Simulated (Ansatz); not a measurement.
# CAl2: the cost of one run

The runs use Ansatz 0.2.0, Gaussian basis; def2-QZVPP, core rule «outside noble gas», up to 11 orbitals frozen.

To be run: UHF; ROHF; CCSD(T) on UHF.

2 further runs of the same task are left out: 2 set aside as unsound or not needed. Runs told in other sessions of the task aren't counted.

### Step 1. What is computed

The geometry is a PBE0/def2-TZVP stationary point (not a proven minimum) of the parent state, kept for this charge and spin.

3 atoms, charge 0, spin multiplicity 3.

Atoms are counted from 1 here; the program's logs count them from 0.

Bond lengths: Al2–C3 1.945 Å.

### Step 2. UHF

The input, in.yaml:

```yaml
crystal:
  periodic: [false, false, false]
  atoms:
    - {symbol: Al, position_ang: [0.000000, 0.000000, 2.508200]}
    - {symbol: Al, position_ang: [0.000000, 0.000000, -0.281599]}
    - {symbol: C, position_ang: [0.000000, 0.000000, -2.226601]}
basis:
  gaussian: {orbitals: "def2-QZVPP.json"}
magnetization: {spin_polarized: true, initial_magnetization: 2}
hamiltonian: {xc: hf}
output: {orbitals: {seedname: orbitals}}
```

Run with:

```sh
ansatz run in.yaml --threads 1 --pin off --events-out ev --progress --plain --max-ram 2393MiB
```

What time and memory should one allow on 1 thread of Arm Neoverse V2, shared host?

About 53 s, with a peak of 0.53 GiB.
